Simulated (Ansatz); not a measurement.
# C₂H₆S₂: one species, many methods

The task here is to estimate one member of a computed series from the others.

The runs use Ansatz 0.2.0, Gaussian basis; functionals in def2-TZVPP, the program's frozen cores in correlated methods.

The runs, in order: LDA (SPW92), PBE-D4, revPBE-D4, BLYP-D4, r2SCAN-D4, B97M-V, PBE0-D4, B3LYP-D4, r2SCANh-D4, r2SCAN0-D4, HSE06-D4, BHLYP-D4, CAM-B3LYP-D4, LC-ωPBE, ωB97X-V, ωB97M-V, B2PLYP, PBE-QIDH; CCSD(T)/def2-SVP; CCSD(T)/def2-TZVPP; MP2/def2-QZVPP; extrapolation to the limit; RPA on PBE.

## Structure used throughout

All runs share one geometry, relaxed beforehand with PBE0-D4 in a triple-zeta def2 set.

SMILES `CSSC`, 10 atoms, charge 0, spin multiplicity 1.

Atoms are counted from 1 here; the program's logs count them from 0.

Bond lengths: C1–S2 1.805 Å, C1–H5 1.090 Å, C1–H6 1.089 Å, C1–H7 1.093 Å, S2–S3 2.027 Å, S3–C4 1.805 Å, C4–H8 1.093 Å, C4–H9 1.090 Å, C4–H10 1.089 Å. Angles: S2–C1–H5 111.3°, S2–C1–H6 110.5°, S2–C1–H7 106.2°, H5–C1–H6 110.3°, H5–C1–H7 108.9°, H6–C1–H7 109.4°, C1–S2–S3 103.4°, S2–S3–C4 103.4°, S3–C4–H8 106.2°, S3–C4–H9 111.3°, S3–C4–H10 110.5°, H8–C4–H9 108.9°, H8–C4–H10 109.4°, H9–C4–H10 110.3°.

The first run:

The input, in.yaml:

```yaml
crystal:
  periodic: [false, false, false]
  atoms:
    - {symbol: C, position_ang: [-1.051275, 1.501762, -0.317177]}
    - {symbol: S, position_ang: [0.740383, 1.356670, -0.153887]}
    - {symbol: S, position_ang: [0.967846, -0.119657, 1.216860]}
    - {symbol: C, position_ang: [0.915168, -1.624634, 0.221855]}
    - {symbol: H, position_ang: [-1.485362, 0.595224, -0.738416]}
    - {symbol: H, position_ang: [-1.506052, 1.726504, 0.646680]}
    - {symbol: H, position_ang: [-1.228660, 2.332470, -1.004304]}
    - {symbol: H, position_ang: [1.095826, -2.452645, 0.911378]}
    - {symbol: H, position_ang: [-0.061351, -1.758063, -0.243221]}
    - {symbol: H, position_ang: [1.696577, -1.608931, -0.536768]}
basis:
  gaussian: {orbitals: def2-TZVPP}
hamiltonian: {xc: lda}
output: {orbitals: {seedname: orbitals}}
```

Among the steps run: LDA; PBE-D4 (GGA); revPBE-D4 (GGA); BLYP-D4 (GGA); r2SCAN-D4 (meta-GGA); B97M-V (meta-GGA); PBE0-D4 (hybrid); B3LYP-D4 (hybrid); r2SCANh-D4 (hybrid); r2SCAN0-D4 (hybrid); HSE06-D4 (hybrid); BHLYP-D4 (hybrid); CAM-B3LYP-D4 (range-separated); LC-ωPBE-D4 (range-separated; the results give it without D4); ωB97X-V (range-separated); ωB97M-V (range-separated); B2PLYP (double hybrid); PBE-QIDH (double hybrid).

One of the session's tables, all rows but one given; the rest of the session is left out.

It belongs to the step «Orbital energies across the functionals». 

| functional | HOMO (eV) | gap (eV) |
| --- | --- | --- |
| LDA (SPW92) | -5.62 | 4.31 |
| PBE-D4 | -5.51 | 4.41 |
| revPBE-D4 | -5.46 | 4.45 |
| BLYP-D4 | -5.36 | 4.39 |
| r2SCAN-D4 | -5.74 | 4.88 |
| B97M-V | -5.85 | 5.07 |
| PBE0-D4 | -6.70 | 6.61 |
| B3LYP-D4 | -6.48 | 6.15 |
| r2SCANh-D4 | -6.18 | 5.69 |
| r2SCAN0-D4 | -6.85 | 6.89 |
| HSE06-D4 | ? | ? |
| BHLYP-D4 | -7.77 | 8.78 |
| CAM-B3LYP-D4 | -8.02 | 9.06 |
| LC-ωPBE | -9.38 | 11.64 |
| ωB97X-V | -9.03 | 11.17 |
| ωB97M-V | -8.87 | 10.84 |

Estimate the missing values for HSE06-D4.

As computed: HOMO (eV): -6.30; gap (eV): 5.83. In the column «HOMO (eV)» it lies between B3LYP-D4 (-6.48) and r2SCANh-D4 (-6.18).
